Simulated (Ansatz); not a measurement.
# SiHO+ (triplet): the correlation ladder, cc-pVTZ

One table from this session's results is given with a row withheld; the runs are named, their logs left out.

Computed with Ansatz 0.2.0, Gaussian basis. Level: cc-pVTZ, core rule «outside noble gas», up to 6 orbitals frozen.

Plan: UHF; CCSD(T) on ROHF; CCSD(T) on UHF; BCCD(T) on ROHF; CCSDT(Q) on ROHF; CCSDT(Q) on UHF; CASSCF and MRCISD+Q, 10 electrons in 9 orbitals; CASSCF and NEVPT2, 10 electrons in 9 orbitals.

6 further runs of the same task are left out: 4 for a known fault of the program, 2 set aside as unsound or not needed.

### The geometry

The geometry is a PBE0/def2-TZVP stationary point (not a proven minimum) of the parent state, kept for this charge and spin.

3 atoms, charge 1, spin multiplicity 3.

Atoms are counted from 1 here; the program's logs count them from 0.

Bond lengths: Si1–O2 1.650 Å, O2–H3 0.962 Å. Angles: Si1–O2–H3 118.7°.

Geometry (Å):

```xyz
3

Si    0.00000    0.03096    0.63225
O     0.00000   -0.09880   -1.01286
H     0.00000    0.70568   -1.53973
```

The first run:

The input, in.yaml:

```yaml
crystal:
  periodic: [false, false, false]
  atoms:
    - {symbol: Si, position_ang: [0.000000, 0.030957, 0.632254]}
    - {symbol: O, position_ang: [0.000000, -0.098798, -1.012863]}
    - {symbol: H, position_ang: [0.000000, 0.705682, -1.539731]}
basis:
  gaussian: {orbitals: cc-pVTZ}
total_charge: 1
magnetization: {spin_polarized: true, initial_magnetization: 2}
hamiltonian: {xc: hf}
output: {orbitals: {seedname: orbitals}}
```

Command:

```sh
$ ansatz run in.yaml --threads 1 --pin off --events-out ev --progress --plain --max-ram 2816MiB --backend cpu
```

Among the steps run: UHF; CCSD(T) on ROHF; CCSD(T) on UHF; BCCD(T) on ROHF; CCSDT(Q) on ROHF; CCSDT(Q) on UHF; CASSCF and MRCISD+Q, 10 electrons in 9 orbitals; CASSCF and NEVPT2, 10 electrons in 9 orbitals.

One of the session's tables, all rows but one given; the rest of the session is left out.

| method | from UCCSDT(Q) (kcal/mol) |
| --- | --- |
| ROHF | +196.27 |
| UHF | +194.77 |
| RMP2 | +14.23 |
| UMP2 | +13.87 |
| RCCSD | +9.15 |
| UCCSD | +9.01 |
| RCCSD(T) | +1.01 |
| UCCSD(T) | +0.98 |
| BCCD(T) | +1.08 |
| RCCSDT | +0.63 |
| UCCSDT | +0.58 |
| RCCSDT(Q) | ? |
| UCCSDT(Q) | 0 |
| CASSCF valence | +131.22 |
| NEVPT2 valence | +26.52 |
| MRCISD valence | +9.02 |
| MRCISD+Q valence | +2.59 |

**Question.** Estimate the row for RCCSDT(Q).

**Answer.** from UCCSDT(Q) (kcal/mol): +0.23. In the column «from UCCSDT(Q) (kcal/mol)» it lies between UCCSDT(Q) (0) and UCCSDT (+0.58).

Limits of these values: Restricted and unrestricted rows rest on different reference determinants; where their highest levels disagree by more than a few hundredths of an eV, they describe different states and don't form one ladder.
